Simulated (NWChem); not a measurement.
Atomisation of H₂P

```
P
H 1 1.4464
H 1 1.4464 2 90.69
```
Charge 0, spin multiplicity 2.

Everything below was run with NWChem. All single points use one geometry, from UPBE/def2-SVP, a minimum by its harmonic frequencies.

Basis set: def2-TZVP. The atomisation energy is electronic alone: no zero-point, thermal, spin-orbit or counterpoise terms. No value is extrapolated to the basis-set limit. Free atoms are single determinants with multiplicities P 4, H 2.

B3LYP has NWChem's definition, with VWN1-RPA local correlation. The structure started from a generated list of species. The unpaired electrons of the parent sit in orbitals of symmetry b2 (C2v labels of the run); other states weren't searched. The stability of the SCF solutions was not checked. Open-shell Hartree-Fock references start from PBE0 orbitals.

**Question.** Order these methods by the atomisation energy they give, lowest first: BHandHLYP, PBE0, B3LYP, HF.

**Answer.** HF (107.6 kcal/mol), PBE0 (152.5 kcal/mol), BHandHLYP (154.6 kcal/mol), B3LYP (158.0 kcal/mol)
